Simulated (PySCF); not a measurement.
**Mayer bond orders and bond lengths**

Compound: 2,3-diazabutadiene, C2H4N2.
Atom-mapped SMILES: `[CH2:1]=[N:2][N:3]=[CH2:4]` (hydrogens: H5, H6 on C1; H7, H8 on C4)

Structure used (GFN2-xTB), in Å, numbered top down from 1:
```xyz
8
C2H4N2 angstrom
C      1.6444   -0.1120    0.3835
N      0.6004    0.5516    0.1404
N     -0.5617    0.2020   -0.2280
C     -1.6438    0.0786    0.4075
H      2.5625    0.4348    0.5159
H      1.6722   -1.1960    0.4639
H     -1.7203    0.1156    1.4914
H     -2.5445   -0.0653   -0.1642
```

Bond orders from the PBE0/pcSseg-1 density (PySCF). One conformer (not necessarily the lowest) at the GFN2-xTB geometry, without solvent, vibrations or thermal averaging.

Task: How far do the computed orders between heavy atoms stray from the drawn ones?

Result: The largest departure is 0.197, at N3–C4 (drawn double, 1.803) and C1–N2 (drawn double, 1.804). Drawn single, order above 1.12: N2–N3 (1.193).

Task: Set the Mayer orders of the bonds beside their lengths.

Result: 
```tsv
bond	drawn as	length (Å)	Mayer order
C1–N2	double	1.261	1.804
N2–N3	single	1.268	1.193
N3–C4	double	1.261	1.803
C1–H5	single	1.077	0.951
C1–H6	single	1.087	0.948
C4–H7	single	1.087	0.948
C4–H8	single	1.077	0.951
```

Task: Sum the orders of all bonds at each heavy atom with more than one neighbour and set the sums beside the valence in the SMILES.

Result: C1 3.703 (drawn 4), N2 2.997 (drawn 3), N3 2.996 (drawn 3), C4 3.702 (drawn 4). Orders between atoms that aren't bonded are not in these sums.

For a closed shell the Mayer order of atoms A and B is Σ (PS)μν (PS)νμ over the basis functions μ on A and ν on B, with P the density and S the overlap matrix.

These values come from a run that also computed NMR shieldings. The run took 4.6 s wall on one thread, Arm Neoverse V2 (shared host).
